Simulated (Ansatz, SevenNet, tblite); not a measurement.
**2H WS₂, lattice parameter c**

Reference value: 12.323 Å (measured, 300 K, not corrected to a static lattice; as tabulated in arXiv:1605.07067).

```json
[
 {"level (code)": "IPEA1-xTB (tblite)", "value (Å)": "10.913", "difference (%)": "-11.4"},
 {"level (code)": "SevenNet-0", "value (Å)": "15.635", "difference (%)": "+27"},
 {"level (code)": "LDA (Ansatz)", "value (Å)": "12.158", "difference (%)": "-1.34"},
 {"level (code)": "PBE (Ansatz)", "value (Å)": "14.888", "difference (%)": "+21"},
 {"level (code)": "PBE-D3(BJ) (Ansatz)", "value (Å)": "12.142", "difference (%)": "-1.47"},
 {"level (code)": "r²SCAN-D4 (Ansatz)", "value (Å)": "12.550", "difference (%)": "+1.84"},
 {"level (code)": "PBE0-D4 (Ansatz)", "value (Å)": "12.155", "difference (%)": "-1.36"}
]
```

Leaving aside IPEA1-xTB (doubt noted below), SevenNet-0 (doubt noted below): The reference is not for a static lattice or low temperature, so close values are not ranked against it. Off by more than 1.75 %, or 2.45 % on the side where a correction would as a rule narrow the miss (bounds picked here): PBE (+21 %), r²SCAN-D4 (+1.84 %).

The reference isn't brought to a static lattice, while the calculations are for one, so the differences are not the levels' errors alone. The crystal itself was run without spin with LDA, PBE, PBE-D3(BJ); a magnetic state was not tried in these runs. Density-functional levels without +SOC have no spin–orbit coupling. IPEA1-xTB: this parameter set was refitted to ionisation energies, not structures. IPEA1-xTB: the run uses a supercell at the zone centre in place of a k mesh. SevenNet-0: the cell has another shape than the first-principles one, perhaps another minimum in the same group. SevenNet-0: the cell moved over 20 % in volume from its start. LDA: LDA has no dispersion term either, though it tends to give short spacings of layers, chains or molecules. PBE: for a layered or molecular solid the relaxed cell lies over 5 % above the published volume, where the minimum can be shallow. PBE: the cell comes from a level without a dispersion term, which matters for the spacing of layers, chains or molecules. Cutoffs and k meshes differ between the levels. Ansatz's density-functional and Hartree–Fock values are scalar-relativistic unless marked +SOC, with PAW data made under PBE.

Machine-learned potentials (SevenNet-0) are trained on DFT data: a solid inside that data is no test of them.

Differences are worked out from the printed values.

Ansatz is a quantum-chemistry and plane-wave program.
